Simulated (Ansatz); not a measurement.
`OCC#CF`. Charge 0, multiplicity 1. The structure was optimised at the PBE0-D4/def2-TZVP level. It is one conformer, not always the lowest.

```xyz
8

O     1.306   -0.945    0.631
C     0.833    0.240    0.032
C    -0.580    0.184   -0.336
C    -1.742    0.124   -0.606
F    -2.979    0.060   -0.903
H     0.724   -1.162    1.364
H     0.997    1.110    0.682
H     1.440    0.390   -0.864
```

Task: What is the dipole moment at B3LYP/def2-TZVPP? (An estimate is asked.)

Result: Computed: 1.17 D, with components (-0.45, 0.80, 0.72) D in this frame, pointing from negative to positive charge.

Task: And with PBE, r2SCAN, ωB97M-V? (An estimate is asked.)

Result: The calculation gave: PBE 1.14 D, r2SCAN 1.16 D, ωB97M-V 1.17 D.

Task: Give the Mulliken charges with B3LYP, ωB97M-V, r2SCAN in def2-TZVPP. (Estimate.)

Result: Ansatz gave: 
| atom | B3LYP | ωB97M-V | r2SCAN |
| --- | --- | --- | --- |
| O1 | -0.33 | -0.31 | -0.35 |
| C2 | 0.04 | 0.01 | 0.10 |
| C3 | -0.32 | -0.30 | -0.40 |
| C4 | 0.37 | 0.34 | 0.47 |
| F5 | -0.14 | -0.14 | -0.14 |
| H6 | 0.19 | 0.18 | 0.20 |
| H7 | 0.10 | 0.11 | 0.06 |
| H8 | 0.10 | 0.11 | 0.05 |

B3LYP here is the variant with VWN-RPA as its local correlation; programs differ in this.
